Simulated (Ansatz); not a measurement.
**B–CH₂, quartet: vertical spin and charge gaps**

Geometry (PBE0/def2-TZVP stationary point for this spin, not checked as a minimum):

```
atom   x (Å)    y (Å)    z (Å)
   B  0.0000   0.0000   0.8988
   C  0.0000   0.0000  -0.6066
   H  0.0000  -0.9127  -1.2064
   H  0.0000   0.9127  -1.2064
```

Basis 6-31G; Ansatz 0.2.0. Only valence electrons are correlated (noble-gas cores frozen). Prefix R: restricted or restricted open-shell reference; prefix U: unrestricted. Active spaces: valence = (9e, 10o) chosen from the atoms' valence shells.

Gaps are energies of the second state less the first, at fixed atoms, for a selection of the levels run; each method lands on the state that its own search finds for that charge and spin.

Unrestricted rows (U, and Kohn–Sham where it breaks symmetry) aren't spin-pure: their determinants' ⟨S²⟩ exceeds S(S+1) by up to 0.42, so they mix in states of higher spin. For open shells CISD and CISDTQ are restricted-active-space CI with the open shells as a complete middle space. A value is left out where its run failed or describes another state than the reference as far as symmetry and spin tell, or, spin-broken singlets apart, can't be checked.

Removing an electron, to the triplet: 6.763 eV at full CI (quartet A2, triplet ion B1, in C2v).

```json
{"level": "RHF", "gap (eV)": "6.817", "error (meV)": "54"}
{"level": "UHF", "gap (eV)": "6.803", "error (meV)": "40"}
{"level": "RMP2", "gap (eV)": "6.804", "error (meV)": "41"}
{"level": "UMP2", "gap (eV)": "6.794", "error (meV)": "31"}
{"level": "CISD", "gap (eV)": "6.788", "error (meV)": "25"}
{"level": "RCCSD", "gap (eV)": "6.784", "error (meV)": "21"}
{"level": "UCCSD", "gap (eV)": "6.783", "error (meV)": "20"}
{"level": "RCCSD(T)", "gap (eV)": "6.769", "error (meV)": "6"}
{"level": "UCCSD(T)", "gap (eV)": "6.769", "error (meV)": "6"}
{"level": "BCCD(T)", "gap (eV)": "6.769", "error (meV)": "6"}
{"level": "RCCSDT", "gap (eV)": "6.764", "error (meV)": "1"}
{"level": "UCCSDT", "gap (eV)": "6.764", "error (meV)": "1"}
{"level": "CISDTQ", "gap (eV)": "6.764", "error (meV)": "1"}
{"level": "RCCSDT(Q)", "gap (eV)": "6.763", "error (meV)": "0"}
{"level": "UCCSDT(Q)", "gap (eV)": "6.763", "error (meV)": "0"}
{"level": "CASSCF (valence space)", "gap (eV)": "6.450", "error (meV)": "-313"}
{"level": "NEVPT2 (valence space)", "gap (eV)": "6.673", "error (meV)": "-90"}
{"level": "MRCISD (valence space)", "gap (eV)": "6.754", "error (meV)": "-9"}
{"level": "MRCISD+Q (valence space)", "gap (eV)": "6.765", "error (meV)": "2"}
{"level": "PBE", "gap (eV)": "7.088", "error (meV)": "325"}
{"level": "r2SCAN", "gap (eV)": "7.215", "error (meV)": "452"}
{"level": "PBE0", "gap (eV)": "7.183", "error (meV)": "420"}
{"level": "B3LYP", "gap (eV)": "7.062", "error (meV)": "299"}
{"level": "wB97M-V", "gap (eV)": "6.891", "error (meV)": "128"}
{"level": "B2PLYP", "gap (eV)": "6.893", "error (meV)": "130"}
{"level": "RPA-PBE", "gap (eV)": "6.732", "error (meV)": "-31"}
```

**Question.** PBE gives 14.749 eV for removing an electron, to the quintet. Estimate what full CI gives in 6-31G.

**Answer.** Full CI in 6-31G gives 14.335 eV, so against it PBE is off by 0.414 eV, of which a good part can be the reference's own basis and frozen-core error.

```
                   level  gap (eV)  error (meV)
                     RHF    13.643         -692
                    UMP2    14.282          -53
                   RCCSD    14.319          -16
                  CISDTQ    14.332           -3
               UCCSDT(Q)    14.335            0
  MRCISD (valence space)    14.326           -9
MRCISD+Q (valence space)    14.335            0
                    PBE0    14.830          495
                   B3LYP    14.902          567
```

Doublet less quartet: -1.765 eV at UCCSDT(Q).

Large singles or doubles amplitudes warn of static correlation in the B–CH2 doublet.

```csv
level,gap (eV),error (meV),⟨S²⟩ where 0.1 over S(S+1) (first / second)
RHF,-0.481,1284,– / –
UHF,-0.837,928,– / 1.17
RMP2,-1.550,215,– / –
UMP2,-1.266,499,– / 1.17
CISD,-1.489,276,– / –
RCCSD,-1.661,104,– / –
UCCSD,-1.665,100,– / 1.17
RCCSD(T),-1.750,15,– / –
UCCSD(T),-1.733,32,– / 1.17
BCCD(T),-1.748,17,– / –
RCCSDT,-1.758,7,– / –
UCCSDT,-1.758,7,– / 1.17
CISDTQ,-1.746,19,– / –
RCCSDT(Q),-1.764,1,– / –
CASSCF (valence space),-1.694,71,– / –
NEVPT2 (valence space),-1.751,14,– / –
MRCISD (valence space),-1.756,9,– / –
MRCISD+Q (valence space),-1.759,6,– / –
PBE,-1.823,-58,– / –
r2SCAN,-1.563,202,– / –
PBE0,-1.622,143,– / –
B3LYP,-1.802,-37,– / –
wB97M-V,-1.855,-90,– / –
B2PLYP,-1.748,17,– / –
PBE-QIDH,-1.489,276,– / 0.94
RPA-PBE,-1.815,-50,– / –
```

**Question.** PBE gives 8.882 eV for sextet less quartet. Estimate what full CI gives in 6-31G.

**Answer.** Full CI in 6-31G gives 8.440 eV, so against it PBE is off by 0.442 eV, of which a good part can be the reference's own basis and frozen-core error.

```tsv
level	gap (eV)	error (meV)
RHF	7.727	-713
UHF	7.701	-739
RMP2	8.385	-55
UMP2	8.373	-67
CISD	8.356	-84
RCCSD	8.409	-31
UCCSD	8.408	-32
RCCSD(T)	8.436	-4
UCCSD(T)	8.435	-5
BCCD(T)	8.435	-5
RCCSDT	8.438	-2
UCCSDT	8.437	-3
CISDTQ	8.437	-3
RCCSDT(Q)	8.440	0
UCCSDT(Q)	8.439	-1
CASSCF (valence space)	8.490	50
NEVPT2 (valence space)	8.461	21
MRCISD (valence space)	8.444	4
MRCISD+Q (valence space)	8.441	1
r2SCAN	8.678	238
PBE0	8.829	389
B3LYP	9.105	665
wB97M-V	9.145	705
B2PLYP	8.985	545
RPA-PBE	8.538	98
```

In so small a basis the reference is far from its limit while semilocal and hybrid functionals are nearer theirs (RPA and double hybrids share much of the reference's basis error), so the functionals' errors here hold much of the reference's basis and frozen-core error, which can add to them or hide them.

The reference is named with each gap: full CI where it ran, else the highest cluster level, uncertain by about the last step of the series. The frozen core follows each run's orbitals, which can shift R against U totals by a few meV.
